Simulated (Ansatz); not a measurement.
in.yaml

```yaml
crystal:
  periodic: [false, false, false]
  atoms:
    - {symbol: Si, position_ang: [0.000000, 0.067650, -0.078712]}
    - {symbol: H, position_ang: [0.000000, -1.225497, -0.823444]}
    - {symbol: H, position_ang: [0.439321, -0.329762, 1.508342]}
    - {symbol: H, position_ang: [-0.439321, -0.329762, 1.508342]}
basis:
  gaussian: {orbitals: cc-pVTZ}
total_charge: 1
magnetization: {spin_polarized: false}
correlation: {method: bccd_t, electrons: outside_noble_gas}
```

```sh
$ ansatz run in.yaml --threads 1 --pin off --events-out ev --progress --plain --max-ram 2393MiB
```

Output:

```
429 factors; integrals over basis functions are off by at most 8.8e-4 eV
mean field evaluation 1: about -7897.6512 eV, gradient 9.7e0 eV
mean field evaluation 2: about -7897.6522 eV, gradient 9.7e0 eV
mean field evaluation 4: about -7898.1361 eV, gradient 5.1e-1 eV
mean field evaluation 8: about -7898.1377 eV, gradient 3.9e-4 eV
mean field evaluation 16: about -7898.1377 eV, gradient 2.3e-6 eV
mean field -7898.13773055 eV, -290.2512080476 hartree, gradient 2.3e-6 eV, S^2 0.000000; 0 other end points of the search recorded, 0 dependent functions left out; unrestricted orbitals would lower it
5 core orbitals not correlated: weight in the atoms' cores, before any rotation towards them, 1.000 or more for the frozen orbitals, at most 0.000 for the correlated occupied ones
reference -7898.13773055 eV, -290.2512080476 hartree; 3, 3 occupied and 68, 68 virtual orbitals, 429 factors
second order -3.05900982 eV of doubles, -0.00000000 eV of singles
cycle   1  -3.59722900 eV  change   -5.4e-1 eV  update   6.5e-2
cycle   2  -3.85746173 eV  change   -2.6e-1 eV  update   3.0e-2
cycle   3  -3.87185362 eV  change   -1.4e-2 eV  update   1.1e-2
cycle   4  -3.87438962 eV  change   -2.5e-3 eV  update   4.8e-3
cycle   5  -3.87487684 eV  change   -4.9e-4 eV  update   2.0e-3
cycle   6  -3.87502848 eV  change   -1.5e-4 eV  update   6.5e-4
cycle   7  -3.87532290 eV  change   -2.9e-4 eV  update   2.2e-4
cycle   8  -3.87536180 eV  change   -3.9e-5 eV  update   7.6e-5
cycle   9  -3.87532401 eV  change    3.8e-5 eV  update   2.1e-5
cycle  10  -3.87533172 eV  change   -7.7e-6 eV  update   7.0e-6
cycle  11  -3.87533269 eV  change   -9.7e-7 eV  update   2.7e-6
perturbative correction -0.09463137 eV, -0.0034776388 hartree
Total energy: -7902.10769461 eV, -290.3971015358 hartree
```

Ran on 1 thread of Arm Neoverse V2, shared host: 0.84 s wall, 0.18 GiB peak host memory.
